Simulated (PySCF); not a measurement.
Atoms are numbered as in `[CH3:1][C:2]([CH3:3])([CH3:4])[SH:5]`. Hydrogens are named by the atom that carries them.

GIAO shifts from PySCF 2.14.0 with density-fitted response routines on PBE0-D3(BJ)/def2-TZVP geometries (one conformer, non-relativistic, equivalent nuclei averaged), against TMS at the same level and in the same medium; PCM means IEF-PCM chloroform.

Measured (solution, not stated per compound (mostly CDCl3 or CCl4); Pretsch, Buehlmann, Badertscher, Structure Determination of Organic Compounds, 4th ed. (2009)): C2 41.1, C1/C3/C4 35.0, H(C1)/H(C3)/H(C4) 1.43 ppm.

Task: Which unscaled values do B97-2/pcSseg-2, gas; WP04/pcSseg-2, PCM; wB97X-D/pcSseg-2, PCM give, and how close are they?

Result: 
```
            atoms  measured  B97-2/pcSseg-2, gas  WP04/pcSseg-2, PCM  wB97X-D/pcSseg-2, PCM
               C2      41.1                 47.0                54.5                   47.6
         C1/C3/C4      35.0                 36.9                36.5                   37.6
H(C1)/H(C3)/H(C4)      1.43                 1.36                1.34                   1.37
```

Mean absolute error for 13C: B97-2/pcSseg-2, gas 3.9, WP04/pcSseg-2, PCM 7.4, wB97X-D/pcSseg-2, PCM 4.6 ppm.

Mean absolute error for 1H: B97-2/pcSseg-2, gas 0.07, WP04/pcSseg-2, PCM 0.09, wB97X-D/pcSseg-2, PCM 0.06 ppm.
